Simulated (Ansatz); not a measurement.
Ansatz (a quantum-chemistry and plane-wave program) input (revPBE/def2-TZVPD):

Ansatz 0.2 input:
```yaml
crystal:
  periodic: [false, false, false]
  atoms:
    - {symbol: C, position_ang: [1.48923700, 0.70079263, 0.00925021]}
    - {symbol: C, position_ang: [-0.03929376, 0.78325927, 0.00066342]}
    - {symbol: S, position_ang: [-0.85165386, -0.85211429, -0.00580082]}
    - {symbol: H, position_ang: [-0.35574310, 1.36679086, 0.87704767]}
    - {symbol: H, position_ang: [-0.34577701, 1.36877731, -0.87793506]}
    - {symbol: H, position_ang: [1.96495899, 1.69625100, 0.01307846]}
    - {symbol: H, position_ang: [1.82668773, 0.14785365, 0.88999214]}
    - {symbol: H, position_ang: [1.83667574, 0.14984447, -0.86885190]}
basis:
  gaussian:
    orbitals: def2-TZVPD
hamiltonian:
  xc: {name: revPBE}
total_charge: -1
output: {forces: true}
```

End of the output:

```
integrals: 0.07 GiB planned
896 factors; their error is unknown
mean field: 0.60 GiB planned
mean field evaluation 1: about -12986.8045 eV, gradient 3.7e1 eV
mean field evaluation 2: about -12978.5178 eV, gradient 6.4e1 eV
mean field evaluation 4: about -12990.2891 eV, gradient 3.9e0 eV
mean field evaluation 8: about -12990.3272 eV, gradient 1.7e-1 eV
mean field evaluation 16: about -12990.2945 eV, gradient 2.5e-4 eV
mean field -12990.29453803 eV, -477.3845191348 hartree, gradient 1.2e-5 eV, S^2 0.000000; 0 other end points of the search recorded, 0 dependent functions left out
the calculation of the forces begins
reference -12990.29460196 eV, -477.3845214843 hartree; 17, 17 occupied and 148, 148 virtual orbitals, 896 factors
Total energy: -12990.29460196 eV, -477.3845214843 hartree
Atom 0 at     1.489237     0.700793     0.009250 Å, force    -0.036377     0.002089    -0.000204 eV/Å
Atom 1 at    -0.039294     0.783259     0.000663 Å, force     0.036634    -0.054777     0.000146 eV/Å
Atom 2 at    -0.851654    -0.852114    -0.005801 Å, force    -0.144329    -0.164411    -0.001006 eV/Å
Atom 3 at    -0.355743     1.366791     0.877048 Å, force    -0.110918     0.119655     0.229977 eV/Å
Atom 4 at    -0.345777     1.368777    -0.877935 Å, force    -0.108300     0.120177    -0.230951 eV/Å
Atom 5 at     1.964959     1.696251     0.013078 Å, force     0.112012     0.256786     0.000927 eV/Å
Atom 6 at     1.826688     0.147854     0.889992 Å, force     0.124285    -0.140029     0.239172 eV/Å
Atom 7 at     1.836676     0.149844    -0.868852 Å, force     0.126995    -0.139489    -0.238062 eV/Å
Dipole moment:     0.635604     0.752707     0.004461 e Å
```

It need not be the lowest isomer of its formula. Whether it binds its extra electron was not tested at this geometry.
